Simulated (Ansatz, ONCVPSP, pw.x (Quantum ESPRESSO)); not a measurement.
pw.x on fcc Al: one setting changed

Potential: optimised norm-conserving Vanderbilt (ONCV), ONCVPSP 4.0.1, PBE; core [Ne], reference 3s2 3p1; waves: 3s: rc 2.30 bohr, ncon 3, nbas 6, qcut 2.4 1/bohr, 2 projectors, debl 0.6 Ha; 3p: rc 2.50 bohr, ncon 4, nbas 7, qcut 3.2 1/bohr, 2 projectors, debl 3.2 Ha; d scattering state at 0.28 Ha: rc 2.60 bohr, ncon 4, nbas 8, qcut 4.3 1/bohr, 2 projectors, debl 0.5 Ha; local part: polynomial inside 1.08 bohr (lpopt 5, dvloc0 -1 Ha); core correction: none.

The reference run (k-mesh 14³, cutoffs 45/180 Ry, Fermi–Dirac 0.01 Ry, mixing_beta 0.4, conv_thr 1e-9, no spin) gives 0.34 GPa at 16.527 Å³/atom, where all-electron LAPW gives -0.17 GPa. This run, with its own iteration cap, changes nbnd to 14.

```
&control
  calculation='scf', prefix='x', pseudo_dir='./', outdir='./tmp', tstress=.true., disk_io='none'
/
&system
  ibrav=0, nat=1, ntyp=1, ecutwfc=45, ecutrho=180, nbnd=14,
  occupations='smearing', smearing='fd', degauss=0.01
/
&electrons
  conv_thr=1e-09, mixing_beta=0.4, electron_maxstep=50
/
ATOMIC_SPECIES
Al 1.0 Al.UPF
CELL_PARAMETERS angstrom
  0.00000000 2.02172157 2.02172157
  2.02172157 0.00000000 2.02172157
  2.02172157 2.02172157 0.00000000
ATOMIC_POSITIONS crystal
Al 0.0000 0.0000 0.0000
K_POINTS automatic
14 14 14 0 0 0
```

```bash
pw.x < Al.scf.in > Al.scf.out
```

**Question.** How does the run end?

**Answer.** It converges in 7 iterations; the free energy moves by +0.0 meV/atom and the pressure by +0.00 GPa. The result is that of the reference run.

```
Message from routine setup:
     using ibrav=0 with symmetry is DISCOURAGED, use correct ibrav instead
     lattice parameter (alat)  =       5.4030  a.u.
     unit-cell volume          =     111.5297 (a.u.)^3
     number of electrons       =         3.00
     number of Kohn-Sham states=           14
     kinetic-energy cutoff     =      45.0000  Ry
     charge density cutoff     =     180.0000  Ry
     scf convergence threshold =      1.0E-09
     Exchange-correlation= PBE
     number of k points=   104  Fermi-Dirac smearing, width (Ry)=  0.0100
     iteration #  1     ecut=    45.00 Ry     beta= 0.40
     total energy              =      -4.15626973 Ry
     estimated scf accuracy    <       0.00637933 Ry
     iteration #  2     ecut=    45.00 Ry     beta= 0.40
     total energy              =      -4.15595950 Ry
     estimated scf accuracy    <       0.00214607 Ry
     iteration #  3     ecut=    45.00 Ry     beta= 0.40
     total energy              =      -4.15599852 Ry
     estimated scf accuracy    <       0.00000267 Ry
     iteration #  4     ecut=    45.00 Ry     beta= 0.40
     total energy              =      -4.15600539 Ry
     estimated scf accuracy    <       0.00000022 Ry
     iteration #  5     ecut=    45.00 Ry     beta= 0.40
     total energy              =      -4.15600612 Ry
     estimated scf accuracy    <       0.00000002 Ry
     iteration #  6     ecut=    45.00 Ry     beta= 0.40
     total energy              =      -4.15600630 Ry
     estimated scf accuracy    <          3.1E-09 Ry
     iteration #  7     ecut=    45.00 Ry     beta= 0.40
     the Fermi energy is     7.8790 ev
!    total energy              =      -4.15600635 Ry
     estimated scf accuracy    <          3.1E-10 Ry
     smearing contrib. (-TS)   =      -0.00208295 Ry
     The total energy is F=E-TS. E is the sum of the following terms:
     one-electron contribution =       2.83936792 Ry
     hartree contribution      =       0.00524390 Ry
     xc contribution           =      -1.59822657 Ry
     ewald contribution        =      -5.40030865 Ry
     convergence has been achieved in   7 iterations
          total   stress  (Ry/bohr**3)                   (kbar)     P=        3.40
     Message from routine punch:
     Nothing written, as per user request (disk_io='none')
```

The run took about 18 s on one core of a shared host (Intel(R) Xeon(R) Processor @ 2.60GHz, 24 threads, 31 GiB, load 4).
